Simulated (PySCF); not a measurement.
# Boron: a sound run and one with changed settings

Sound run: B [He] 2s2 2p1, B⁺ [He] 2s2. Computed with PySCF 2.14 in cc-pVTZ-DK (4s3p2d1f, 30 functions), with scalar relativity by spin-free X2C-1e. In the sound run the correlated levels freeze 1s2. The sound run starts from symmetry-adapted Hartree-Fock orbitals and uses a fine grid where one is needed.

Changed run: a valence shell is frozen. This setting is unsound on purpose.

Ionisation energy of B:

```
 method  sound run (eV)  changed run (eV)
    UHF           8.035             8.035
    MP2           8.258             8.035
SCS-MP2           8.227             8.035
   CCSD           8.170             8.035
CCSD(T)           8.206             8.035
  CCSDT             n/a             8.035
    FCI             n/a             8.035
```

Freezing a valence shell removes pair correlation that changes on ionisation.

For comparison, NIST gives 8.298 eV between the lowest levels.
